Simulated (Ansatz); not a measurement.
# AlSiH₄ (doublet): trial inputs and their diagnosis at distance Al1–H4 along a hydrogen transfer = 2.390 Å

3 inputs are run for AlSiH₄ (doublet) as typed; the log has to tell whether the result can be used and what must change.

Method: the settings change from run to run; program: Ansatz 0.2.0, Gaussian basis.

7 further runs of the same task are left out: 7 that didn't finish.

### 1 The geometry

The geometry derives from fragments relaxed apart (PBE0/def2-TZVP) and kept rigid, so it is no stationary point. A hydrogen atom is moved between rigid fragments.

6 atoms, charge 0, spin multiplicity 2.

Atoms are counted from 1 here; the program's logs count them from 0.

Bond lengths: Al1–H2 1.586 Å, Al1–H3 1.586 Å, H4–Si5 1.440 Å, Si5–H6 1.532 Å. Angles: H2–Al1–H3 120.0°, H4–Si5–H6 105.0°.

### 2 Try 1

in.yaml reads:

```yaml
crystal:
  periodic: [false, false, false]
  atoms:
    - {symbol: Al, position_ang: [-1.905927, 0.025233, 0.000000]}
    - {symbol: H, position_ang: [-2.698850, 1.398618, 0.000000]}
    - {symbol: H, position_ang: [-2.698851, -1.348151, 0.000000]}
    - {symbol: H, position_ang: [0.484073, 0.025233, 0.000000]}
    - {symbol: Si, position_ang: [1.924073, 0.025233, 0.000000]}
    - {symbol: H, position_ang: [2.320507, -1.454280, 0.000000]}
basis:
  gaussian: {orbitals: STO-3G}
magnetization: {spin_polarized: false, initial_magnetization: 1}
correlation: {method: fic_nevpt4_sd, electrons: all, active_space: {window: {electrons: 1, orbitals: 2}, states: [{multiplicity: 2, weights: [1, 1, 1, 1]}]}}
scf: {lower_state_search: off}
```

Run with:

```sh
$ ansatz run in.yaml --threads 1 --pin off --events-out ev --progress --plain --max-ram 2393MiB
```

Standard output:

```text
Functional definition: HF
  name "HF"
  cite "Fock, Z. Phys. 61, 126 (1930) doi:10.1007/BF01340294"
  parent pbe
  exchange = exact_x
  correlation = 0
these checks for a lower state are left out or cut short: stability, starts, cluster_reference, orbital_swaps, neighbouring_geometries, increment
351 factors; integrals over basis functions are off by at most 2.8e-8 eV
mean field evaluation 1: about -14331.6353 eV, gradient 1.1e1 eV
mean field evaluation 2: about -14331.6507 eV, gradient 1.1e1 eV
mean field evaluation 4: about -14332.8483 eV, gradient 8.0e-1 eV
mean field evaluation 8: about -14332.8589 eV, gradient 3.7e-5 eV
mean field -14332.85888483 eV, -526.7228488569 hartree, gradient 1.5e-6 eV, S^2 0.750000; 0 other end points of the search recorded, 0 dependent functions left out
reference -14332.85888483 eV, -526.7228488569 hartree; 16, 15 occupied and 6, 7 virtual orbitals, 351 factors
Error: 4 states are sought, and the space of determinants holds 2 states of this symmetry and spin
```

Run time: 0.12 s. Hardware: 1 thread of Arm Neoverse V1, shared host.

Diagnosis: The run stopped with an error. It says: «4 states are sought, and the space of determinants holds 2 states of this symmetry and spin». Cure: ask for fewer states or enlarge the space.

### 3 Try 2

in.yaml reads:

```yaml
crystal:
  periodic: [false, false, false]
  atoms:
    - {symbol: Al, position_ang: [-2.398850, 1.698618, 0.000000]}
    - {symbol: H, position_ang: [-2.698850, 1.398618, 0.000000]}
    - {symbol: H, position_ang: [-2.698851, -1.348151, 0.000000]}
    - {symbol: H, position_ang: [0.484073, 0.025233, 0.000000]}
    - {symbol: Si, position_ang: [1.924073, 0.025233, 0.000000]}
    - {symbol: H, position_ang: [2.320507, -1.454280, 0.000000]}
basis:
  gaussian: {orbitals: STO-3G}
magnetization: {spin_polarized: false, initial_magnetization: 1}
correlation: {active_space: {window: {electrons: 3, orbitals: 2}}}
output: {forces: true}
```

Same command.

Standard output, cut to the lines that bear on the results:

```text
Functional definition: HF
  name "HF"
  cite "Fock, Z. Phys. 61, 126 (1930) doi:10.1007/BF01340294"
  parent pbe
[...]
233 factors; integrals over basis functions are off by at most 8.9e-5 eV
[...]
mean field -14250.35309685 eV, -523.6908170731 hartree, gradient 1.2e-6 eV, S^2 0.750000; 7 other end points of the search recorded, 0 dependent functions left out
reference -14250.35309685 eV, -523.6908170731 hartree; 16, 15 occupied and 6, 7 virtual orbitals, 233 factors
state -14250.35309685 eV, -523.6908170731 hartree
[...]
Total energy: -14250.35309685 eV, -523.6908170731 hartree
Atom 0 at    -2.398850     1.698618     0.000000 Å, force   262.749066   262.908506    -0.000000 eV/Å
Atom 1 at    -2.698850     1.398618     0.000000 Å, force  -262.733649  -262.882620     0.000000 eV/Å
Atom 2 at    -2.698851    -1.348151     0.000000 Å, force    -0.006768    -0.023895     0.000000 eV/Å
Atom 3 at     0.484073     0.025233     0.000000 Å, force    -0.542205    -1.232494     0.000000 eV/Å
Atom 4 at     1.924073     0.025233     0.000000 Å, force     2.102805    -0.128494    -0.000000 eV/Å
Atom 5 at     2.320507    -1.454280     0.000000 Å, force    -1.569249     1.358998     0.000000 eV/Å
Dipole moment:    -0.301738    -0.280170     0.000000 e Å
```

Run time: 0.63 s. Hardware: 1 thread of Arm Neoverse V1, shared host.

**Diagnosis.** The run converged, which proves nothing about the input. One atom lies on top of another. The shortest distance is 0.42 Å, against 1.44 Å in the geometry of step 1. Its energy belongs to another geometry. Fix: restore its position.

### 4 Try 3

in.yaml reads:

```yaml
crystal:
  periodic: [false, false, false]
  atoms:
    - {symbol: Al, position_ang: [-1.905927, 0.025233, 0.000000]}
    - {symbol: H, position_ang: [-2.698850, 1.398618, 0.000000]}
    - {symbol: H, position_ang: [-2.698851, -1.348151, 0.000000]}
    - {symbol: H, position_ang: [0.484073, 0.025233, 0.000000]}
    - {symbol: Si, position_ang: [1.924073, 0.025233, 0.000000]}
    - {symbol: H, position_ang: [2.320507, -1.454280, 0.000000]}
basis:
  gaussian: {orbitals: cc-pVDZ}
magnetization: {spin_polarized: false, initial_magnetization: 1}
correlation: {method: fic_mrcisd_q, electrons: outside_noble_gas, active_space: {window: {electrons: 3, orbitals: 3}, places: [1, 2]}}
```

The command is unchanged.

Standard output:

```text
Error: invalid value for `correlation.active_space`: name one of window, places and ras
```

Run time: 0.03 s. Hardware: 1 thread of Arm Neoverse V1, shared host.

Diagnosis: The run was refused. The active space is defined twice. Fix: keep one definition.

### 5 How the runs ended

```
try                   level                ended                                                                                        cause    time
  1  NEVPT4(SD)(1,2)/STO-3G  stopped by an error  4 states are sought, and the space of determinants holds 2 states of this symmetry and spin  0.12 s
  2      CASSCF(3,2)/STO-3G            converged                                                              one atom lies on top of another  0.63 s
  3   MRCISD+Q(3,3)/cc-pVDZ              refused                                                            the active space is defined twice  0.03 s
```

1 stopped by an error, 1 converged, 1 refused. The input that converges on a wrong geometry or spin is the dangerous one: no error points at it, so geometry and ⟨S²⟩ have to be checked.
